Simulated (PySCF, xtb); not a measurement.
cyclobutane (C4H8), SMILES C1CCC1.

Harmonic wavenumbers (cm⁻¹) from GFN2-xTB (xtb) at its own minimum, in rising order: 87, 706, 792, 792, 830, 982, 1011, 1011, 1058, 1095, 1156, 1175, 1208, 1209, 1250, 1258, 1269, 1269, 1474, 1480, 1480, 1503, 2988, 3003, 3004, 3011, 3017, 3017, 3020, 3025.

**Question.** What does PBE0-D3(BJ)/def2-SVP run with PySCF give at its own minimum? (Estimate from the structure and the level; the computed values follow.)

**Answer.** 192, 631, 756, 756, 883, 942, 942, 966, 977, 1052, 1165, 1174, 1246, 1246, 1249, 1260, 1294, 1294, 1452, 1452, 1455, 1498, 3074, 3076, 3076, 3083, 3127, 3140, 3140, 3153. Paired by order, the mean absolute difference is 53 cm⁻¹ and the zero-point energies are 68.9 and 69.7 kcal/mol.
